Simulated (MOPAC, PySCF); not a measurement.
H4Si, SMILES `[SiH4]`, neutral singlet in the gas phase. 

Z-matrix (Å, degrees):
```
Si
H 1 1.4803
H 1 1.4803 2 109.47
H 1 1.4803 2 109.47 3 120.00
H 1 1.4803 2 109.47 4 120.00
```
Charge 0, spin multiplicity 1.

All levels are single points at this geometry (B3LYP-D3(BJ)/def2-TZVP); Pople sets use spherical d functions. Orbital energies aren't observables, and empty levels follow the basis.

| level | HOMO (eV) | LUMO (eV) | gap (eV) | dipole (D) | vertical IE, Delta-SCF (eV) |
|---|---|---|---|---|---|
| B3LYP-D3(BJ)/def2-TZVP in PySCF | -9.67 | 0.85 | 10.52 | 0.00 | – |
| M06-2X/6-31G* in PySCF | -11.07 | 2.38 | 13.45 | 0.00 | – |
| PBE/6-31G* in PySCF | -8.48 | 0.77 | 9.25 | 0.00 | 12.18 |
| HF/3-21G in PySCF | -13.19 | 5.02 | 18.21 | 0.00 | – |
| HF/6-31G* in PySCF | -13.21 | 4.56 | 17.78 | 0.00 | 12.49 |
| PM7 in MOPAC | -12.47 | 2.49 | 14.96 | 0.00 | – |
